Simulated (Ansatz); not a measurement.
## How methods differ on BH5S (B(H2S)H3)

BH5S has 7 atoms, charge 0, and is taken as a singlet. As SMILES, `[H]B([H])([H])<-S`. The coordinates come from a GFN2-xTB relaxation.

| atom | x (Å) | y (Å) | z (Å) |
| --- | --- | --- | --- |
| B | 0.1276 | -0.2172 | -0.8171 |
| S | 0.1341 | -0.2313 | 1.2224 |
| H | 0.5062 | 1.0375 | 1.4150 |
| H | -1.1544 | 0.0677 | 1.4148 |
| H | 1.2802 | -0.2170 | -1.0756 |
| H | -0.4530 | 0.7796 | -1.0818 |
| H | -0.4407 | -1.2192 | -1.0778 |

Quantity: the energy change with the B1–S2 bond stretched from 2.040 to 4.079 Å, in eV. The values are calculated.

```json
{"level": "SVWN5/STO-3G (restricted)", "kind": "LDA", "program": "Ansatz", "value (eV)": "2.85", "less FCI/STO-3G": "+0.92", "CPU time (all runs)": "1.3 s"}
{"level": "BLYP/STO-3G (restricted)", "kind": "GGA", "program": "Ansatz", "value (eV)": "2.17", "less FCI/STO-3G": "+0.24", "CPU time (all runs)": "2 s"}
{"level": "HSE06/STO-3G (restricted)", "kind": "range-separated hybrid", "program": "Ansatz", "value (eV)": "2.33", "less FCI/STO-3G": "+0.40", "CPU time (all runs)": "2.5 s"}
{"level": "wB97M-V/STO-3G (restricted)", "kind": "range-separated hybrid", "program": "Ansatz", "value (eV)": "2.26", "less FCI/STO-3G": "+0.33", "CPU time (all runs)": "34 s"}
{"level": "wB97X/STO-3G (restricted)", "kind": "range-separated hybrid", "program": "Ansatz", "value (eV)": "2.17", "less FCI/STO-3G": "+0.24", "CPU time (all runs)": "8.8 s"}
{"level": "RPA@PBE/STO-3G (restricted)", "kind": "RPA", "program": "Ansatz", "value (eV)": "2.01", "less FCI/STO-3G": "+0.08", "CPU time (all runs)": "3 s"}
{"level": "MP2/STO-3G (restricted)", "kind": "perturbation theory", "program": "Ansatz", "value (eV)": "1.90", "less FCI/STO-3G": "-0.03", "CPU time (all runs)": "0.17 s"}
{"level": "CCSDT(Q)/STO-3G (restricted)", "kind": "coupled cluster or CI", "program": "Ansatz", "value (eV)": "1.93", "less FCI/STO-3G": "0.00", "CPU time (all runs)": "0.5 s"}
{"level": "FCI/STO-3G", "kind": "exact in the basis", "program": "Ansatz", "value (eV)": "1.93", "less FCI/STO-3G": "0.00", "CPU time (all runs)": "22 s"}
```

FCI/STO-3G is exact within its basis and frozen core, so for wave-function methods in that basis the difference is their error; functionals converge differently with the basis, so for them it is only a difference. The first shape isn't each level's own minimum. The values span 1.90 to 2.85 eV. All rows use very small basis sets, so even the best lies far from the true value. CPU times are rough (shared hosts, several kinds of processor): they show what a rung costs within a factor of a few.
